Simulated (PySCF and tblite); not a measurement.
Values are calculated unless marked as measured or tabulated.
System: C₃H₄OS, numbered as in [O:1]=[CH:2]/[CH:3]=[CH:4]\[SH:5].

For the rotation about the C2–C3 bond (torsion O1–C2–C3–C4 from 0° to 180°, rising): electronic barrier 14.03 kcal/mol, zero-point change -1.07 kcal/mol, thermal and entropy terms at 250 K a further -0.21 kcal/mol (symmetry numbers apart). The minimum is Cs, the saddle C1. Level: PBE0/pcSseg-1 + D3(BJ) on GFN2-xTB stationary points, with GFN2-xTB thermal terms. Rate constants are transition-state-theory values, counting equivalent paths, without tunnelling. Programs: tblite and PySCF.

Q: How many equivalent paths lead out of the minimum?

A: 2: the symmetry number of the minimum is 1, that of the saddle displaced along its mode 1, and the displaced saddle is chiral while the minimum is not, which doubles the count.

Q: Work out the rate at 250 K.

A: ΔG‡ = 12.75 kcal/mol; k_B T/h = 5.2×10¹² s⁻¹; exp(−ΔG‡/RT) = 7.1×10⁻¹²; times 2 gives k = 75 s⁻¹. Wigner's tunnelling factor for the 194i cm⁻¹ mode would be 1.05.
